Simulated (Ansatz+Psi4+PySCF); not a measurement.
# doublet O3(+): levels of theory in one basis

| atom | x (Å) | y (Å) | z (Å) |
| --- | --- | --- | --- |
| O | 0.0000 | 0.0000 | 0.0000 |
| O | 0.0000 | 1.1913 | 0.5304 |
| O | 0.0000 | -1.0743 | 0.4783 |

Basis set: cc-pVTZ (spherical functions). Correlated methods keep 3 orbitals frozen. Correlation on ROHF uses semicanonical orbitals with singles. Charge 1, multiplicity 2.

Computed with Ansatz (development build ahead of 0.2.0); each method stands on the lowest determinant of its kind that the runs found.

| method | E − E(ROHF) (eV) | <S²> of the determinant |
| --- | --- | --- |
| ROHF | 0.00 | 0.75 |
| UHF | -1.42 | 1.66 |
| ROHF-MP2 | -18.25 | – |
| UHF-MP2 | -17.58 | 1.66 |
| ROHF-CCSD | -18.73 | – |
| UHF-CCSD | -18.60 | 1.66 |
| UHF-CCSD(T) | -19.62 | 1.66 |

Problem. What does ROHF-CCSD(T) give on the same scale?

Solution. -19.93 eV.

The restricted and unrestricted rows may stand on different electronic states: another unrestricted solution lies nearer the restricted one.

Caution for ROHF, ROHF-MP2, ROHF-CCSD, ROHF-CCSD(T): an unrestricted determinant lies well below. Caution for UHF, UHF-MP2, UHF-CCSD, UHF-CCSD(T): the unrestricted determinant is a mixture of spin states. Caution for ROHF-MP2, UHF-MP2, ROHF-CCSD, UHF-CCSD, ROHF-CCSD(T), UHF-CCSD(T): large amplitudes, a single reference is doubtful. Caution for ROHF-MP2, UHF-MP2: MP2 on this radical cation hangs on the determinant chosen. Caution for ROHF-MP2, UHF-MP2, ROHF-CCSD(T), UHF-CCSD(T): another reference gives a lower total. Caution for UHF-MP2, UHF-CCSD, UHF-CCSD(T): a plain start can end on a higher determinant.
